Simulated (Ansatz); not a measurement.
How basis sets differ on SiH2ClO (SMILES O[SiH]Cl)

The species is SiH2ClO (5 atoms), meant as a doublet with charge 0. SMILES: `O[SiH]Cl`. Geometry: relaxed at PBE0-D4/def2-TZVP. This is one conformer, not always the lowest.

```xyz
5

O    -0.8061   -0.4320   -0.7465
Si   -0.0923    0.4798    0.4140
Cl    1.6066   -0.4408    1.1436
H    -1.0241   -1.3432   -0.5400
H     0.3160    1.7363   -0.2711
```

Quantity: the dipole moment, in D. The values are calculated.

```
                            level          kind  program  value (D)
                       UHF/STO-3G  Hartree–Fock   Ansatz       2.84
UHF/6-31G** (spherical functions)  Hartree–Fock   Ansatz       1.82
                     UHF/def2-SVP  Hartree–Fock   Ansatz       1.61
                     UHF/6-311G**  Hartree–Fock   Ansatz       1.88
```

The values span 1.61 to 2.84 D. Sets without polarisation functions give poor dipoles. Without the sets that lack polarisation functions the rows with a basis span only 1.61 to 1.88 D.
